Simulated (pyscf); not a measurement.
# Four-centre exchange: Cl–AlH–Cl + ethylene (H₂C=CH₂) → Cl–AlH–Cl + ethylene (H₂C=CH₂)

Gas phase, singlet surface, charge 0. Bonds broken: Al2–H7, H4–C5. Bonds formed: Al2–H4, C5–H7. Single points on ωB97X-D3(BJ)/def2-SVP structures (PySCF, gas phase).

Transition state (Å):

```xyz
10

Cl    -0.7221    -1.0620     2.2473
Al    -1.0326    -1.2018     0.1931
Cl    -1.6616    -2.8976    -0.8461
H     -1.7846     0.1522    -0.4397
C     -0.6611     0.6134    -0.9938
C     -0.2509     1.8518    -0.5991
H      0.1443    -0.4079    -0.6917
H     -0.8580     0.4085    -2.0535
H     -0.1272     2.6197    -1.3637
H     -0.0439     2.1002     0.4434
```

One imaginary mode, 1246i cm⁻¹; descent along it reached the two sides named, in the forms told below.

```csv
bond,change,reactant side (Å),saddle,product side
Al2–H7,breaks,1.570,1.673,2.8
H4–C5,breaks,1.096,1.335,3.5
Al2–H4,forms,2.8,1.673,1.570
C5–H7,forms,3.5,1.335,1.096
```

Electronic energies relative to the separated reactants (kJ/mol):

| level | barrier | reaction energy | reverse barrier |
|---|---|---|---|
| ωB97X-D3(BJ)/def2-TZVP | 238.4 | 0.0 | 238.4 |
| PBE/def2-TZVP | 196.9 | 0.0 | 196.9 |
| r²SCAN/def2-TZVP | 202.0 | 0.0 | 202.0 |
| B3LYP-D3(BJ)/def2-TZVP | 227.7 | 0.0 | 227.7 |
| PBE0-D3(BJ)/def2-TZVP | 207.9 | 0.0 | 207.9 |
| M06-2X/def2-TZVP | 230.9 | 0.0 | 230.9 |
| ωB97M-D3(BJ)/def2-TZVP | 243.3 | 0.0 | 243.3 |
| HF/def2-TZVP | 334.3 | 0.0 | 334.3 |

With ωB97M-D3(BJ)/def2-TZVP energies and thermal terms (ideal gas, 1 atm, RRHO with modes under 100 cm⁻¹ raised to 100, one conformer, R ln 2 for chiral ones without a mode under 150 cm⁻¹), in kJ/mol:

```tsv
T (K)	ΔH‡	ΔG‡	ΔH	ΔG
298	239.4	285.1	0.0	0.0
600	240.9	331.1	0.0	0.0
900	243.8	375.5	0.0	0.0
1200	247.1	418.9	0.0	0.0
```

On the reactant side the descent ends in a bound adduct, 63.0 kJ/mol under the separated species and 301.4 kJ/mol under the saddle at ωB97X-D3(BJ)/def2-TZVP. On the product side the descent ends in a bound adduct, 62.9 kJ/mol under the separated species and 301.4 kJ/mol under the saddle at ωB97X-D3(BJ)/def2-TZVP. At the saddle there is also a short Al–C contact that neither side keeps. The same reactants have a lower exit, to H₃C–CH₂–Al(Cl)–Cl (barrier +24.2 kJ/mol at ωB97M-D3(BJ)/def2-TZVP, against +243.3 kJ/mol here). One saddle was located; it need not be the lowest between these sides.
